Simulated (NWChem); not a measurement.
# NO+ (nitrosonium) at 4 levels

We compute a comparison of 4 runs (HF/STO-3G, HF/3-21G, B3LYP/6-31G*) of NO+ (nitrosonium). 

The calculation is run with NWChem 7.3.0.

2 further runs of the same task are left out: 2 set aside as unsound or not needed.

### Step 1. Starting point

NO+ has 2 atoms, charge +1, and is taken as a singlet. As SMILES, `N#[O+]`. The bond length is the measured one.

Bond lengths: N1–O2 1.063 Å.

### Step 2. Energy and gradient at HF/STO-3G (run 1)

Input file run.nw:

```
start run
title "nitrosyl"
memory 2200 mb
charge 1
geometry noautosym nocenter noautoz
  N        0.000000       0.000000       0.000000
  O        0.000000       0.000000       1.063220
end
basis spherical bse
  * library STO-3G
end
scf
  thresh 1e-08
  maxiter 80
  noprint "final vectors analysis"
end
task scf gradient
```

On the command line:

```sh
$ nwchem run.nw > run.out
```

The log of the run:

```text
[...]
  functions       =    10
[...]
  wavefunction    = RHF
[...]
         Total SCF energy =   -127.186197930118
      One-electron energy =   -220.959783522617
      Two-electron energy =     65.901719051254
 Nuclear repulsion energy =     27.871866541246
        Time for solution =      0.1s
[...]
                         RHF ENERGY GRADIENTS
    atom               coordinates                        gradient
                 x          y          z           x          y          z
   1 N       0.000000   0.000000   0.000000    0.000000  -0.000000   0.295947
   2 O       0.000000   0.000000   2.009194   -0.000000   0.000000  -0.295947
[...]
```

It took 0.67 s on 1 thread of Intel Xeon Platinum 8375C at 2.90GHz (Ice Lake), shared host; peak memory 0.1 GiB.

### Step 3. Energy and forces at HF/3-21G (run 2)

Input file mol.nw:

```
start mol
title "NO"
memory 2200 mb
charge 1
geometry noautosym nocenter noautoz
   N     0.000000    0.000000    0.000000
   O     0.000000    0.000000    1.063220
end
basis spherical bse
   * library 3-21G
end
scf
   thresh 1e-08
   maxiter 80
   print medium
end
task scf gradient
```

On the command line:

```sh
$ nwchem mol.nw > mol.out
```

The log of the run:

```text
[...]
  functions       =    18
[...]
  wavefunction    = RHF
[...]
         Total SCF energy =   -128.136807984291
      One-electron energy =   -223.128931473957
      Two-electron energy =     67.120256948420
 Nuclear repulsion energy =     27.871866541246
        Time for solution =      0.1s
[...]
                         RHF ENERGY GRADIENTS
    atom               coordinates                        gradient
                 x          y          z           x          y          z
   1 N       0.000000   0.000000   0.000000   -0.000000  -0.000000  -0.056647
   2 O       0.000000   0.000000   2.009194    0.000000   0.000000   0.056647
[...]
```

Wall time 0.79 s (1 thread of Intel Xeon Platinum 8375C at 2.90GHz (Ice Lake), shared host); peak memory 0.099 GiB.

Run 3 isn't shown in full; the table further down has it.

### Step 4. Energy and gradient at B3LYP/6-31G(d) (spherical functions) (run 4)

Input file no.nw:

```
start no
title "NO B3LYP"
memory total 2200 mb
charge 1

geometry units angstrom noautosym nocenter noautoz
  N        0.000000       0.000000       0.000000
  O        0.000000       0.000000       1.063220
end

basis spherical bse
  * library 6-31G*
end

dft
  xc b3lyp
  grid xfine
  convergence energy 1e-08
  maxiter 100
  mulliken
end

task dft gradient
```

On the command line:

```sh
$ nwchem no.nw > no.out
```

The log of the run:

```text
[...]
          Wavefunction type:  closed shell.
          No. of atoms     :     2
          No. of electrons :    14
[...]
          Charge           :     1
          Spin multiplicity:     1
[...]
          AO basis - number of functions:    28
[...]
              XC Information
              --------------
                         B3LYP Method XC Potential
                     Hartree-Fock (Exact) Exchange  0.200
                        Slater Exchange Functional  0.800 local
                    Becke 1988 Exchange Functional  0.720 non-local
              Lee-Yang-Parr Correlation Functional  0.810
                  VWN I RPA Correlation Functional  0.190 local
[...]
 d= 0,ls=0.0,diis     1   -129.4376857622 -1.57D+02  4.29D-02  1.11D+00     0.4
[...]
 d= 0,ls=0.0,diis     7   -129.5273097542 -1.61D-09  1.84D-07  2.16D-10     2.0
         Total DFT energy =     -129.527309754167
      One electron energy =     -224.925641522896
           Coulomb energy =       82.498150992755
    Exchange-Corr. energy =      -14.971685765272
 Nuclear repulsion energy =       27.871866541246
[...]
      Total Density - Mulliken Population Analysis
     ---------------------------------------------
    Atom       Charge   Shell Charges
 -----------   ------   -------------------------------------------------------
    1 N    7     6.32   2.00  1.00  2.02  0.79  0.43  0.09
    2 O    8     7.68   2.00  1.01  2.74  0.87  0.99  0.06
[...]
  wavefunction    = closed shell
                         DFT ENERGY GRADIENTS
    atom               coordinates                        gradient
                 x          y          z           x          y          z
   1 N       0.000000   0.000000   0.000000   -0.000000  -0.000000   0.032572
   2 O       0.000000   0.000000   2.009194    0.000000   0.000000  -0.032572
[...]
```

Wall time 3.3 s (1 thread of Intel Xeon Platinum 8375C at 2.90GHz (Ice Lake), shared host); peak memory 0.11 GiB.

### Step 5. Overview of the runs

```
run                               level  Cartesian functions  iteration cap  energy (Eh)  largest force (eV/Å)  wall time
  1                           HF/STO-3G                   no             80  -127.186198                15.218     0.67 s
  2                            HF/3-21G                   no             80  -128.136808                 2.913     0.79 s
  3  B3LYP/6-31G* (Cartesian functions)                  yes            100  -129.529487                 1.709      2.7 s
  4  B3LYP/6-31G* (spherical functions)                   no            100  -129.527310                 1.675      3.3 s
```

### Step 6. What came out

| quantity | value |
| --- | --- |
| run 4: total energy | -129.52731 Eh |
| run 4: HOMO energy | -25.06 eV |
| run 4: LUMO energy | -13.55 eV |
| run 4: HOMO–LUMO gap | 11.52 eV |
| run 4: largest force on an atom | 1.675 eV/Å |

**Reading.** In run 1 the basis is minimal, so the values are rough. All runs together took 7.5 s, the longest 3.3 s.
